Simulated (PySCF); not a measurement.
# H3NO: one-bond stretch

All numbers come from PBE0/[N def2-TZVP, O def2-TZVP, H def2-TZVP], no relativity, density fitting, PySCF.

Rigid scan from the singlet minimum (N–H 1.034 Å (×3), N–O 1.338 Å; H–N–H 105.2° (×3), H–N–O 113.4° (×3)). Coordinate: the bond from N to the last atom (H) scaled, the rest fixed. Energies in kJ/mol from the minimum.

(1) Predict the curve at 0.92, 0.96, 1.00, 1.05, 1.12, 1.20, 1.35, 1.55, 1.80, 2.20.

Answers

(1) 
| scale of one bond | E (kJ/mol) | dipole size (D) |
| --- | --- | --- |
| 0.92 | 14.4 | 5.36 |
| 0.96 | 3.3 | 5.34 |
| 1.00 | 0.0 | 5.31 |
| 1.05 | 4.1 | 5.25 |
| 1.12 | 20.0 | 5.14 |
| 1.20 | 46.5 | 4.98 |
| 1.35 | 103.9 | 4.59 |
| 1.55 | 176.3 | – |
| 1.80 | 250.5 | – |
| 2.20 | 337.6 | – |

At long bonds a restricted determinant can lie too high, and another spin state can fall below this curve.

The scan took 6.7 s on 2 threads of a shared Arm Neoverse V2 host; the process peaked at 1.1 GiB. Launch command: `OMP_NUM_THREADS=2 python axn.py task.json out`.
